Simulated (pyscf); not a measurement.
# Concerted two-bond exchange: O=Zr(OH)–OH + hydrogen (H₂) → O=ZrH–OH + water (H₂O)

Gas phase, singlet surface, charge 0. Bonds broken: Zr2–O3, H7–H8. Bonds formed: Zr2–H7, O3–H8. Optimised with ωB97X-D3(BJ)/def2-SVP in PySCF.

Transition state (Å):

```xyz
8

O      1.9840    -0.4880    -0.4404
Zr     0.3835     0.1351    -0.1443
O      0.4221     2.0036     0.9143
O     -0.9444    -0.3031    -1.5217
H      1.1919     2.4782     1.2535
H     -1.0621    -0.7478    -2.3644
H     -0.1033     0.0627     1.8560
H      0.1246     1.1093     1.6817
```

One imaginary mode, 1116i cm⁻¹; descent along it reached the two sides named, in the forms told below.

| bond | change | reactant side (Å) | saddle | product side |
|---|---|---|---|---|
| Zr2–O3 | breaks | 1.971 | 2.148 | 2.277 |
| H7–H8 | breaks | 0.774 | 1.085 | 3.6 |
| Zr2–H7 | forms | 2.263 | 2.060 | 1.918 |
| O3–H8 | forms | 3.4 | 1.215 | 0.966 |

Electronic energies relative to the separated reactants (eV):

| level | barrier | reaction energy | reverse barrier |
|---|---|---|---|
| ωB97X-D3(BJ)/def2-TZVP | 0.47 | +1.64 | -1.17 |
| PBE/def2-TZVP | 0.33 | +1.54 | -1.22 |
| r²SCAN/def2-TZVP | 0.37 | +1.64 | -1.27 |
| B3LYP-D3(BJ)/def2-TZVP | 0.47 | +1.61 | -1.14 |
| PBE0-D3(BJ)/def2-TZVP | 0.36 | +1.53 | -1.17 |
| M06-2X/def2-TZVP | 0.53 | +1.65 | -1.12 |
| ωB97M-D3(BJ)/def2-TZVP | 0.50 | +1.56 | -1.06 |

With ωB97M-D3(BJ)/def2-TZVP energies and thermal terms (ideal gas, 1 atm, RRHO with modes under 100 cm⁻¹ raised to 100, one conformer, R ln 2 for chiral ones without a mode under 150 cm⁻¹), in eV:

```json
[
 {"T (K)": "298", "ΔH‡": "0.54", "ΔG‡": "0.93", "ΔH": "+1.65", "ΔG": "+1.56"},
 {"T (K)": "600", "ΔH‡": "0.49", "ΔG‡": "1.35", "ΔH": "+1.60", "ΔG": "+1.49"},
 {"T (K)": "900", "ΔH‡": "0.48", "ΔG‡": "1.78", "ΔH": "+1.56", "ΔG": "+1.44"},
 {"T (K)": "1200", "ΔH‡": "0.49", "ΔG‡": "2.21", "ΔH": "+1.53", "ΔG": "+1.40"}
]
```

On the reactant side the descent ends in an adduct with a H–Zr contact, 0.36 eV under the separated species and 0.83 eV under the saddle at ωB97X-D3(BJ)/def2-TZVP. On the product side the descent ends in an adduct with a O–Zr contact, 1.43 eV under the separated species and 0.26 eV under the saddle at ωB97X-D3(BJ)/def2-TZVP. At ωB97X-D3(BJ)/def2-TZVP, PBE, r²SCAN, B3LYP-D3(BJ), PBE0-D3(BJ), M06-2X, ωB97M-D3(BJ) the saddle lies under the separated products, which points to a path from their complex (located at ωB97X-D3(BJ) alone), and parting the products costs more than the saddle. What is counted as formed (H–Zr) is already present as a longer contact in the reactant adduct; forming that adduct is a step of its own. What is counted as broken (O–Zr) persists as a longer contact in the product adduct; parting that adduct is a step of its own. At the saddle there is also a short H–Zr contact that neither side keeps. This saddle turned up in a search for another step; its sides and bond changes are read from the two ends of the descent. The same reactants have a lower exit, to HO–ZrH(OH)–OH (barrier +0.03 eV at ωB97M-D3(BJ)/def2-TZVP, against +0.50 eV here). One saddle was located; it need not be the lowest between these sides. Elements past Kr carry the def2 core potentials, without spin-orbit coupling.
